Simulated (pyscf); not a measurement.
`[NH2][B]([Cl])[Cl]` + `[OH2]` → `[NH2][B]([OH])[Cl]` + `[ClH]` (four-centre exchange; singlet surface; B–Cl, H–O broken, B–O, Cl–H formed). Optimised with ωB97X-D3(BJ)/def2-SVP in PySCF. Rate constants from transition-state theory, ωB97M-D3(BJ)/def2-TZVP energies (ideal gas, 1 atm, RRHO with modes under 100 cm⁻¹ raised to 100, one conformer, R ln 2 for rigid chiral ones; no tunnelling), k in cm³ molecule⁻¹ s⁻¹.

```json
[
 {"T (K)": "298", "1000/T": "3.354", "log10 k": "-24.41"},
 {"T (K)": "600", "1000/T": "1.667", "log10 k": "?"},
 {"T (K)": "900", "1000/T": "1.111", "log10 k": "-16.83"},
 {"T (K)": "1200", "1000/T": "0.833", "log10 k": "-15.71"}
]
```

Q: Fit an Arrhenius line to the three values, give the activation energy, and predict k at 600 K.

A: Least squares gives log10 k = -12.94 − 3.42 × 1000/T, so Ea = 3.42 × ln 10 × 1.987 = 15.6 kcal/mol, against an electronic barrier of 14.6. At 600 K the line gives -18.64; the computed value is -18.85 (ΔG‡ = 35.3 kcal/mol), a factor 1.6 under the line, since the plot is curved. On the product side the descent ends in a complex, 6.0 kcal/mol under the separated species and 30.5 kcal/mol under the saddle at ωB97X-D3(BJ)/def2-TZVP. The reactants may also form a dative adduct at H₂N–B(Cl)–Cl; it and routes through it were not searched. This is the saddle that the search found; another between the same sides may lie lower.
